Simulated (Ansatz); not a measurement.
# CH4Si: basis-set convergence

How large a basis does CH4Si need? Two functionals and correlated methods are run in growing sets.

Computed with Ansatz 0.2.0, Gaussian basis. Level: one geometry, several basis sets.

The runs, in order: PBE0-D4/def2-SVP; ωB97M-V/def2-SVP; PBE0-D4/def2-QZVPP; ωB97M-V/def2-QZVPP; CCSD(T)/cc-pV(D+d)Z; CCSD(T)/cc-pV(T+d)Z; CCSD(T)/cc-pV(Q+d)Z; the functionals' def2-TZVPP values are taken from earlier runs.

## 1. The geometry

All runs share one geometry, relaxed beforehand with PBE0-D4 in a triple-zeta def2 set.

6 atoms, charge 0, spin multiplicity 1.

Atoms are counted from 1 here; the program's logs count them from 0.

Bond lengths: C1–Si2 1.892 Å, C1–H3 1.098 Å, C1–H4 1.091 Å, C1–H5 1.098 Å, Si2–H6 1.531 Å. Angles: Si2–C1–H3 109.7°, Si2–C1–H4 113.8°, Si2–C1–H5 109.5°, H3–C1–H4 109.0°, H3–C1–H5 105.5°, H4–C1–H5 109.0°, C1–Si2–H6 94.2°.

## 2. PBE0-D4 in def2-SVP

in.yaml reads:

```yaml
crystal:
  periodic: [false, false, false]
  atoms:
    - {symbol: C, position_ang: [-0.093516, -0.365984, -0.370345]}
    - {symbol: Si, position_ang: [0.917299, 0.209775, 1.122309]}
    - {symbol: H, position_ang: [-1.156892, -0.410100, -0.102198]}
    - {symbol: H, position_ang: [0.214952, -1.335643, -0.762996]}
    - {symbol: H, position_ang: [-0.024007, 0.381989, -1.170808]}
    - {symbol: H, position_ang: [0.142164, 1.519973, 1.284048]}
basis:
  gaussian: {orbitals: def2-SVP}
hamiltonian: {xc: pbe0, dispersion: d4}
output: {orbitals: {seedname: orbitals}}
```

The runs that follow: ωB97M-V in def2-SVP; PBE0-D4 in def2-QZVPP; ωB97M-V in def2-QZVPP; CCSD(T) in cc-pV(D+d)Z; CCSD(T) in cc-pV(T+d)Z; CCSD(T) in cc-pV(Q+d)Z.

Q: Predict the results of all the runs planned. Wanted: MP2 correlation recovered, cc-pV(D+d)Z; MP2 correlation recovered, cc-pV(T+d)Z; MP2 correlation recovered, cc-pV(Q+d)Z; CCSD(T) limit from def2 sets; PBE0-D4: double and triple zeta above quadruple; ωB97M-V: double and triple zeta above quadruple.

**Answer**, as computed:

| quantity | value |
| --- | --- |
| MP2 correlation recovered, cc-pV(D+d)Z | 73.2 % |
| MP2 correlation recovered, cc-pV(T+d)Z | 90.0 % |
| MP2 correlation recovered, cc-pV(Q+d)Z | 95.8 % |
| CCSD(T) limit from def2 sets (earlier runs) less the limit of this series | -32 meV |
| PBE0-D4: double and triple zeta above quadruple | 4.29, 0.33 eV |
| ωB97M-V: double and triple zeta above quadruple | 4.39, 0.32 eV |

**Reading.** For PBE0-D4 the step from double to triple zeta gains 3.96 eV and the next only 0.33 eV. Correlation climbs from 73 % (cc-pV(D+d)Z) to 96 % (cc-pV(Q+d)Z) of the limit; Hartree-Fock is 0.044 eV from its own by then. A limit from the def2 sets, made apart, differs by 32 meV, a least measure of the doubt on such a limit. Total energies overstate the basis error of differences, where much of it tends to cancel.
